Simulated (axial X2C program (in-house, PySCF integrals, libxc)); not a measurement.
**FSiF: bond lengths and stretches, held linear**

Aim: the two bond lengths and stretching wavenumbers of linear FSiF, with and without spin–orbit coupling, at PBE0, HF, LDA, MP2.

Program: an in-house X2C program for linear molecules on PySCF integrals. Level of theory: all-electron X2C, two-component (2c) or spin-free, F dyall-av3z, Si dyall-v3z. These are calculated values, not measurements.

All values are calculated.

2 further runs of the same task are left out: 2 set aside as unsound or not needed.

## 1. Input

The input, task.json:

```json
{"zs": [9, 14, 9], "q": 0, "bas": ["dyall-av3z", "dyall-v3z", "dyall-av3z"], "r0": [1.8, 1.8], "symm": 1, "scan": ["PBE0", "HF", "LDA"], "levels": ["PBE0", "HF", "BHandHLYP"], "nst": 2}
```

Keys: zs atomic numbers; q charge; bas basis sets; r0 starting distance in Å; symm equal bonds; scan levels of the two-bond scan (MP2 follows by itself at each HF point); levels methods; nst determinants followed.

Run with:

```bash
$ python solin.py task.json out
```

Masses F 18.998, Si 27.977, F 18.998 u.

## 2. Scan at PBE0, 2c

State: Ω = 0 (all partner blocks equally filled). Energies above the lowest point, from the job's result record:

```csv
r(F–Si) (Å),r(Si–F) (Å),E (meV)
1.6117,1.6117,39.29
1.6117,1.6530,18.54
1.6117,1.6943,33.74
1.6530,1.6117,18.54
1.6530,1.6530,0.00
1.6530,1.6943,17.60
1.6530,1.7357,63.30
1.6943,1.6117,33.74
1.6943,1.6530,17.60
1.6943,1.6943,37.77
1.7357,1.6530,63.30
1.7357,1.7357,137.57
```

A quadratic surface with cubic terms in each bond gives the minimum at 1.652 and 1.652 Å, force constants 3.42, 3.42 and coupling 0.24 mdyn/Å.

## 3. Scan at HF, 2c

State: Ω = 0 (all partner blocks equally filled). Energies above the lowest point, from the job's result record:

```csv
r(F–Si) (Å),r(Si–F) (Å),E (meV)
1.6117,1.6117,0.00
1.6117,1.6530,5.46
1.6117,1.6943,43.36
1.6530,1.6117,5.46
1.6530,1.6530,13.56
1.6530,1.6943,54.38
1.6530,1.7357,119.89
1.6943,1.6117,43.36
1.6943,1.6530,54.38
1.6943,1.6943,98.42
1.7357,1.6530,119.89
1.7357,1.7357,240.15
```

A quadratic surface with cubic terms in each bond gives the minimum at 1.625 and 1.625 Å, force constants 3.61, 3.61 and coupling 0.30 mdyn/Å.

## 4. Scan at LDA, 2c

State: Ω = 0 (all partner blocks equally filled). Energies above the lowest point, from the job's result record:

```csv
r(F–Si) (Å),r(Si–F) (Å),E (meV)
1.6117,1.6117,37.70
1.6117,1.6530,17.90
1.6117,1.6943,33.85
1.6530,1.6117,17.90
1.6530,1.6530,0.00
1.6530,1.6943,18.02
1.6530,1.7357,64.06
1.6943,1.6117,33.85
1.6943,1.6530,18.02
1.6943,1.6943,38.26
1.7357,1.6530,64.06
1.7357,1.7357,137.55
```

A quadratic surface with cubic terms in each bond gives the minimum at 1.651 and 1.651 Å, force constants 3.41, 3.41 and coupling 0.21 mdyn/Å.

## 5. The levels side by side

| level | r(F–Si) (Å) | r(Si–F) (Å) | lower stretch (cm⁻¹) | upper stretch (cm⁻¹) |
| --- | --- | --- | --- | --- |
| PBE0, 2c | 1.652 | 1.652 | 572.4 | 818.9 |
| HF, 2c | 1.625 | 1.625 | 591.5 | 835.4 |
| LDA, 2c | 1.651 | 1.651 | 568.7 | 821.5 |
| MP2, 2c | 1.653 | 1.653 | 576.6 | 829.4 |
| PBE0, spin-free | 1.652 | 1.652 | 572.3 | 818.6 |
| HF, spin-free | 1.625 | 1.625 | 591.4 | 835.1 |
| LDA, spin-free | 1.651 | 1.651 | 568.6 | 821.3 |
| MP2, spin-free | 1.653 | 1.653 | 576.6 | 829.3 |

Scans not shown above were run alike.

In words: Over the levels the F–Si bond spans 1.625 to 1.653 Å and the Si–F bond 1.625 to 1.653 Å. At PBE0 spin–orbit coupling leaves both bonds unchanged to 0.001 Å. Each state is one determinant, the lowest of a limited PBE0 search; the stretches come from a fit to few points and are good to some per cent at best. The stretches are sorted by size, and where the two bonds are alike the symmetric and antisymmetric modes can swap order between levels. MP2 freezes inner shells (threshold -2 hartree). The molecule was held linear; bending was not examined, so a bent shape may lie lower.
